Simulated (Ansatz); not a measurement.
Reaction (isomerisation): `C#CC(C)O` → `C=CCC=O`

Isolated molecules relaxed with PBE0-D4/def2-TZVP in Ansatz; ΔE leaves out vibrations. CBS: MP2 limit from def2 TZ/QZ plus the TZ coupled-cluster correction, frozen cores. Functionals use def2-TZVPP. HSE06 is defined as in plane-wave codes. One conformer a species, not always the lowest.

```
        level  ΔE (kJ/mol)
      BLYP-D4       -104.8
     PBE-QIDH        -92.1
        HSE06       -101.4
HF/def2-QZVPP       -103.0
```

(1) What does CCSD(T)/CBS give? (An estimate is asked.)

Largest T1 diagnostic among the species: 0.013.

Results:

(1) Computed: -86.8 kJ/mol. The listed levels differ from it by -18.0, -5.3, -14.6, -16.2 kJ/mol.

At CCSD(T), def2-SVP lies −25.0 kJ/mol from the extrapolated value and def2-TZVPP −4.5 kJ/mol. In def2-TZVPP, CCSD(T) changes the Hartree–Fock value by +11.6 kJ/mol (the triples alone add −0.1 kJ/mol) and MP2 by +23.6 kJ/mol. From PBE to PBE0 (25 % exact exchange), in def2-TZVPP and without D4, ΔE moves by +3.0 kJ/mol.

CCSD(T)/CBS has its own doubt, a few kJ/mol and more with outer-core shells, so smaller differences from it don't rank the levels.
